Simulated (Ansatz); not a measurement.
in.yaml

```yaml
crystal:
  periodic: [false, false, false]
  atoms:
    - {symbol: N, position_ang: [0.000000, 0.000000, 0.000000]}
    - {symbol: C, position_ang: [0.000000, 0.000000, 1.339482]}
basis:
  gaussian: {orbitals: 6-31G}
total_charge: 1
magnetization: {spin_polarized: true, initial_magnetization: 2}
correlation: {method: ccsdtq, electrons: outside_noble_gas}
```

```sh
$ ansatz run in.yaml --threads 1 --pin off --events-out ev --progress --plain --max-ram 2393MiB
```

Log:

```
404 factors; integrals over basis functions are off by at most 3.8e-8 eV
mean field evaluation 1: about -2490.9140 eV, gradient 2.5e1 eV
mean field evaluation 2: about -2490.9220 eV, gradient 2.5e1 eV
mean field evaluation 4: about -2494.1358 eV, gradient 2.0e0 eV
mean field evaluation 8: about -2494.2248 eV, gradient 4.1e-1 eV
mean field evaluation 16: about -2494.6016 eV, gradient 4.2e-4 eV
mean field evaluation 32: about -2489.7758 eV, gradient 3.0e1 eV
mean field evaluation 64: about -2494.8430 eV, gradient 2.9e-6 eV
mean field evaluation 96: about -2494.6016 eV, gradient 2.1e-6 eV
mean field evaluation 128: about -2491.6865 eV, gradient 7.7e-6 eV
mean field evaluation 160: about -2494.7973 eV, gradient 6.8e-1 eV
...
cycle  15  -5.79439339 eV  change    1.1e-5 eV  update   1.7e-5
cycle  16  -5.79439680 eV  change   -3.4e-6 eV  update   1.0e-5
cycle  17  -5.79441284 eV  change   -1.6e-5 eV  update   6.5e-6
cycle  18  -5.79441378 eV  change   -9.3e-7 eV  update   3.8e-6
cycle  19  -5.79441285 eV  change    9.2e-7 eV  update   2.6e-6
cycle  20  -5.79441253 eV  change    3.2e-7 eV  update   1.7e-6
cycle  21  -5.79440914 eV  change    3.4e-6 eV  update   1.2e-6
cycle  22  -5.79440979 eV  change   -6.5e-7 eV  update   6.9e-7
cycle  23  -5.79441072 eV  change   -9.3e-7 eV  update   4.6e-7
cycle  24  -5.79441056 eV  change    1.5e-7 eV  update   3.1e-7
Total energy: -2500.01431424 eV, -91.8738314778 hartree
```

For the same geometry and basis full CI lies 8.2 meV lower.

Ran on 1 thread of Arm Neoverse V1, shared host: 26 s wall, 0.23 GiB peak host memory.
